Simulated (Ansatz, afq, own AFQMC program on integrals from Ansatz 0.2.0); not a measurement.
AFQMC on a folder of integrals that Ansatz 0.2.0 wrote.

```yaml
crystal:
  periodic: [false, false, false]
  atoms:
    - {symbol: N, position_ang: [0.000000, 0.000000, 0.000000]}
basis:
  gaussian: {orbitals: aug-cc-pVTZ}
magnetization: {spin_polarized: true, initial_magnetization: 3}
correlation: {method: ccsd_t, electrons: outside_noble_gas, hamiltonian_folder: ham}
```

```sh
$ ansatz run in.yaml --threads 1 --pin off --events-out ev --progress --plain --max-ram 15360MiB --backend cuda --devices 0, --max-vram 18GiB
```

afq runs on the folder ham with

```
--method free --trial cisd --walkers 4000 --time-step 0.03 --max-blocks 4000 --target-error 0.00017 --factor-cut 1e-05 --seed 1558 --times 0,0.3,0.6,1.2,1.8,2.4,3.6,4.8,6 --taylor-order 8
```

Times are imaginary, in 1/Eh. The walk had a cap of 68 s.

Log:

```
orbitals 45  electrons 4 1  factors 270 of 270
reference energy -54.40116223 Eh
CCSD correlation -0.11320525 Eh in 8 cycles, weight of the determinant in the CISD state 0.9629
repeat  energy at the last time / Eh  error
    10  -54.517345  0.000035
    20  -54.517382  0.000035
    30  -54.517384  0.000033
time / (1/Eh)  energy / Eh  error  mean overlap
  0.00  -54.514370  0.000002  1.0385
  0.30  -54.516710  0.000007  1.0373
  0.60  -54.517138  0.000011  1.0347
  1.20  -54.517302  0.000015  1.0323
  1.80  -54.517322  0.000016  1.0326
  2.40  -54.517332  0.000021  1.0306
  3.60  -54.517358  0.000022  1.0275
  4.80  -54.517345  0.000027  1.0220
  6.00  -54.517382  0.000032  1.0161
energy -54.517382 +/- 0.000032 Eh
```

The run passed its tests (error under three times the target), which doesn't prove that it has relaxed.

Against this walk (error 0.9 meV) on the same determinant: CCSD(T) 12.5 meV higher, CCSDT(Q) 1.2 meV higher (within the noise), full CI 1.1 meV higher (within the noise). The error is statistical, and a free projection of finite length keeps a remainder of its start.

Cautions: remainder of the start not in the error.

The walk took 28 s on 1 × NVIDIA H100 80GB HBM3 with 2 threads of AMD EPYC 7R13 Processor (Zen 3), with other jobs on the host (the card was shared). The log's last line is the free-projection energy.

CCSDT and higher add their correlation energy to the determinant of the CCSD(T) run, since their own runs factorise the integrals more tightly (a shift of under 2 meV). A walk keeps the symmetry of its determinant, which the program's search chose and which needn't be the lowest solution, so a lower state of the same spin and another symmetry isn't excluded.
